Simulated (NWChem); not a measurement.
Everything below was run with NWChem. System: methylamine (CH₅N), charge 0, spin multiplicity 1, at a geometry optimised with B3LYP/def2-SVP. Level: PBE/pcseg-1.

NWChem printed:

```
             Northwest Computational Chemistry Package (NWChem) 7.3.0
             --------------------------------------------------------

                                NWChem Input Module
                                -------------------

 Scaling coordinates for geometry "geometry" by  1.889725989
 (inverse scale =  0.529177249)

 Turning off AUTOSYM since
 SYMMETRY directive was detected!

                             Geometry "geometry" -> ""
                             -------------------------

 Output coordinates in angstroms (scale by  1.889725989 to convert to a.u.)

  No.       Tag          Charge          X              Y              Z
 ---- ---------------- ---------- -------------- -------------- --------------
    1 C                    6.0000    -0.08791500     0.69510100     0.00000000
    2 N                    7.0000     0.19848200    -0.73218700     0.00000000
    3 H                    1.0000     0.37214100     1.16786200    -0.88347800
    4 H                    1.0000     0.37214100     1.16786200     0.88347800
    5 H                    1.0000    -1.16286900     0.97983900     0.00000000
    6 H                    1.0000    -0.22164900    -1.18043100    -0.81463900
    7 H                    1.0000    -0.22164900    -1.18043100     0.81463900

 Effective nuclear repulsion energy (a.u.)      41.8962993091

            Nuclear Dipole moment (a.u.)
            ----------------------------
        X                 Y               Z
 ---------------- ---------------- ----------------
    -0.0000018897    -0.0000037795     0.0000000000

      Symmetry information
      --------------------

 Group name             Cs
 Group number              2
 Group order               2
 No. of unique centers     5

      Symmetry unique atoms

     1    2    3    5    6


 Summary of "ao basis" -> "" (spherical)
 ------------------------------------------------------------------------------
       Tag                 Description            Shells   Functions and Types
 ---------------- ------------------------------  ------  ---------------------
 *                          pcseg-1                   on all atoms

  pbe96 is a nonlocal functional; adding pw91lda local functional.

                                 NWChem DFT Module
                                 -----------------

 Summary of "ao basis" -> "ao basis" (spherical)
 ------------------------------------------------------------------------------
       Tag                 Description            Shells   Functions and Types
 ---------------- ------------------------------  ------  ---------------------
 C                          pcseg-1                  6       14   3s2p1d
 N                          pcseg-1                  6       14   3s2p1d
 H                          pcseg-1                  3        5   2s1p

 Summary of "ao basis" -> "ao basis" (spherical)
 ------------------------------------------------------------------------------
       Tag                 Description            Shells   Functions and Types
 ---------------- ------------------------------  ------  ---------------------
 C                          pcseg-1                  6       14   3s2p1d
 N                          pcseg-1                  6       14   3s2p1d
 H                          pcseg-1                  3        5   2s1p

      Symmetry analysis of basis
      --------------------------

        a'         34
        a"         19

            General Information
            -------------------
          SCF calculation type: DFT
          Wavefunction type:  closed shell.
          No. of atoms     :     7
          No. of electrons :    18
           Alpha electrons :     9
            Beta electrons :     9
          Charge           :     0
          Spin multiplicity:     1
          Use of symmetry is: on ; symmetry adaption is: on
          Maximum number of iterations: 100
          AO basis - number of functions:    53
                     number of shells:    27
          Convergence on energy requested:  1.00D-06
          Convergence on density requested:  1.00D-05
          Convergence on gradient requested:  5.00D-04

              XC Information
[...]

      Symmetry analysis of molecular orbitals - initial
      -------------------------------------------------

  Numbering of irreducible representations:

     1 a'          2 a"

  Orbital symmetries:

     1 a'          2 a'          3 a'          4 a'          5 a"
     6 a'          7 a'          8 a"          9 a'         10 a'
    11 a'         12 a"         13 a'         14 a"         15 a'
    16 a"         17 a'         18 a'         19 a"

------------------------------------------------------------
EAF file 0: "./mol.aoints.0" size=524288 bytes
------------------------------------------------------------
               write      read    awrite     aread      wait
               -----      ----    ------     -----      ----
     calls:        1         0         0         0         0
   data(b): 5.24e+05  0.00e+00  0.00e+00  0.00e+00
   time(s): 0.00e+00  0.00e+00  0.00e+00  0.00e+00  0.00e+00
rate(mb/s): 0.00e+00  0.00e+00
------------------------------------------------------------

   convergence    iter        energy       DeltaE   RMS-Dens  Diis-err    time
 ---------------- ----- ----------------- --------- --------- ---------  ------
 d= 0,ls=0.0,diis     1    -95.6796282289 -1.38D+02  1.18D-02  2.62D-01     0.2
 d= 0,ls=0.0,diis     2    -95.6824173956 -2.79D-03  6.87D-03  2.21D-01     0.2
 d= 0,ls=0.0,diis     3    -95.7011712469 -1.88D-02  2.22D-03  4.81D-02     0.3
 d= 0,ls=0.0,diis     4    -95.7061727979 -5.00D-03  3.22D-04  4.27D-04     0.3
 d= 0,ls=0.0,diis     5    -95.7062195622 -4.68D-05  6.81D-05  2.10D-05     0.4
  Resetting Diis
 d= 0,ls=0.0,diis     6    -95.7062218641 -2.30D-06  2.27D-05  3.19D-06     0.4
 d= 0,ls=0.0,diis     7    -95.7062222717 -4.08D-07  5.02D-06  2.91D-08     0.5

         Total DFT energy =      -95.706222271659
      One electron energy =     -211.301488958848
           Coulomb energy =       87.754541385802
    Exchange-Corr. energy =      -14.055574007744
 Nuclear repulsion energy =       41.896299309131

 Numeric. integr. density =       18.000000064035

     Total iterative time =      0.4s

                  Occupations of the irreducible representations
                  ----------------------------------------------

                     irrep           alpha         beta
                     --------     --------     --------
                     a'                7.0          7.0
                     a"                2.0          2.0

                       DFT Final Molecular Orbital Analysis
                       ------------------------------------

 Vector    7  Occ=2.000000D+00  E=-3.533575D-01  Symmetry=a'
              MO Center= -5.8D-02,  4.9D-01, -1.6D-15, r^2= 1.7D+00
   Bfn.  Coefficient  Atom+Function         Bfn.  Coefficient  Atom+Function
  ----- ------------  ---------------      ----- ------------  ---------------
     4      0.338460  1 C  px                 5      0.276326  1 C  py
    19     -0.238325  2 N  py                39     -0.229608  5 H  s
    29      0.211747  3 H  s                 34      0.211747  4 H  s
     7      0.158742  1 C  px                18      0.126608  2 N  px
    22     -0.124738  2 N  py                 8      0.122387  1 C  py

 Vector    8  Occ=2.000000D+00  E=-3.180202D-01  Symmetry=a"
              MO Center=  1.0D-01,  4.7D-01,  1.5D-15, r^2= 2.0D+00
   Bfn.  Coefficient  Atom+Function         Bfn.  Coefficient  Atom+Function
  ----- ------------  ---------------      ----- ------------  ---------------
     6      0.395183  1 C  pz                29     -0.303851  3 H  s
    34      0.303851  4 H  s                 20     -0.240991  2 N  pz
    44      0.202845  6 H  s                 49     -0.202845  7 H  s
     9      0.181849  1 C  pz                30     -0.115382  3 H  s
    35      0.115382  4 H  s                 23     -0.109321  2 N  pz

 Vector    9  Occ=2.000000D+00  E=-1.871687D-01  Symmetry=a'
              MO Center=  2.2D-01, -5.1D-01,  4.7D-16, r^2= 1.5D+00
   Bfn.  Coefficient  Atom+Function         Bfn.  Coefficient  Atom+Function
  ----- ------------  ---------------      ----- ------------  ---------------
    18      0.535521  2 N  px                21      0.459119  2 N  px
    17      0.245730  2 N  s                 39      0.217695  5 H  s
    40      0.154826  5 H  s                 16      0.152001  2 N  s
     4     -0.139957  1 C  px                29     -0.096608  3 H  s
    34     -0.096608  4 H  s                 44     -0.090111  6 H  s

 Vector   10  Occ=0.000000D+00  E= 2.555557D-02  Symmetry=a'
              MO Center= -3.9D-01, -4.7D-01,  9.0D-15, r^2= 4.8D+00
   Bfn.  Coefficient  Atom+Function         Bfn.  Coefficient  Atom+Function
  ----- ------------  ---------------      ----- ------------  ---------------
     3      1.052276  1 C  s                 17      0.882414  2 N  s
    45     -0.661365  6 H  s                 50     -0.661365  7 H  s
    40     -0.591448  5 H  s                 30     -0.402831  3 H  s
    35     -0.402831  4 H  s                  8      0.301278  1 C  py
    22     -0.246616  2 N  py                21     -0.161155  2 N  px

 Vector   11  Occ=0.000000D+00  E= 6.301650D-02  Symmetry=a'
              MO Center= -1.1D-01,  5.5D-01, -1.6D-14, r^2= 5.9D+00
   Bfn.  Coefficient  Atom+Function         Bfn.  Coefficient  Atom+Function
  ----- ------------  ---------------      ----- ------------  ---------------
     3      1.652265  1 C  s                 30     -0.845158  3 H  s
    35     -0.845158  4 H  s                 17     -0.823430  2 N  s
    40     -0.692883  5 H  s                 45      0.573839  6 H  s
    50      0.573839  7 H  s                  2      0.195012  1 C  s
    21      0.184045  2 N  px                 8      0.129258  1 C  py

 Vector   12  Occ=0.000000D+00  E= 7.842170D-02  Symmetry=a"
              MO Center=  7.2D-02, -2.3D-01, -1.1D-14, r^2= 5.7D+00
   Bfn.  Coefficient  Atom+Function         Bfn.  Coefficient  Atom+Function
  ----- ------------  ---------------      ----- ------------  ---------------
    45      1.070976  6 H  s                 50     -1.070976  7 H  s
    30      1.047903  3 H  s                 35     -1.047903  4 H  s
     9      0.718435  1 C  pz                23      0.484598  2 N  pz
    20      0.263560  2 N  pz                 6      0.261561  1 C  pz
    44      0.099710  6 H  s                 49     -0.099710  7 H  s

 center of mass
 --------------
 x =   0.05209456 y =  -0.05780072 z =   0.00000000

 moments of inertia (a.u.)
 ------------------
          81.107036801975           8.881576373991           0.000000000000
           8.881576373991          18.829394183096           0.000000000000
           0.000000000000           0.000000000000          79.146112980481

     Multipole analysis of the density
     ---------------------------------

     L   x y z        total         alpha         beta         nuclear
     -   - - -        -----         -----         ----         -------
     0   0 0 0     -0.000000     -9.000000     -9.000000     18.000000

     1   1 0 0     -0.537703     -0.268850     -0.268850     -0.000002
     1   0 1 0      0.016112      0.008058      0.008058     -0.000004
     1   0 0 1     -0.000000     -0.000000     -0.000000      0.000000

     2   2 0 0    -11.772574     -9.545983     -9.545983      7.319392
     2   1 1 0      1.396676      2.717531      2.717531     -4.038386
     2   1 0 1      0.000000      0.000000      0.000000      0.000000
     2   0 2 0    -10.010932    -28.443075    -28.443075     46.875217
     2   0 1 1     -0.000000     -0.000000     -0.000000      0.000000
     2   0 0 2     -9.497224     -9.905836     -9.905836     10.314448

 Task  times  cpu:        0.4s     wall:        0.4s

 Total times  cpu:        0.5s     wall:        0.5s
```

**Question.** Write an NWChem input that would produce this output.

**Answer.** One answer among several that fit: 
```
start mol
memory heap 200 mb stack 900 mb global 1100 mb
geometry units angstroms nocenter noautoz
  C     -0.087915     0.695101     0.000000
  N      0.198482    -0.732187     0.000000
  H      0.372141     1.167862    -0.883478
  H      0.372141     1.167862     0.883478
  H     -1.162869     0.979839     0.000000
  H     -0.221649    -1.180431    -0.814639
  H     -0.221649    -1.180431     0.814639
  symmetry group Cs
end
basis spherical
  * library pcseg-1
end
dft
  xc xpbe96 cpbe96
  semidirect memsize 60000000 filesize 0
  iterations 100
end
task dft energy
```
